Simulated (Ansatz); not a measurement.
System: SiH$_{2}$, charge 1, doublet. SiH2+ (parent SMILES [SiH2], doublet).
B3LYP-D3(BJ)/def2-TZVP minimum from Ansatz (a quantum-chemistry and plane-wave program):
```xyz
3

Si     0.0001     0.0938    -0.0051
H     -1.2867    -0.6544     0.0427
H      1.2849    -0.6587     0.0282
```
Charge +1, spin multiplicity 2.

Total energies in aug-cc-pV(Q+d)Z, 5 correlated electrons, 5 frozen orbitals. Open shells are spin-unrestricted; no spin-orbit coupling. Correlated methods leave the cores frozen. No relativity.

| method | program | energy (Eh) | minus CCSDT(Q) (mEh) |
|---|---|---|---|
| HF | Ansatz | -289.74531 | 103.21 |
| MP2 | Ansatz | -289.82654 | 21.98 |
| CCSD | Ansatz | -289.84568 | 2.84 |
| CCSD(T) | Ansatz | -289.84789 | 0.63 |
| CCSDT(Q) | Ansatz | -289.84852 | 0.00 |

Rough core times of Ansatz's runs on a shared machine: CCSD(T) 50 s, CCSDT(Q) 50 min.
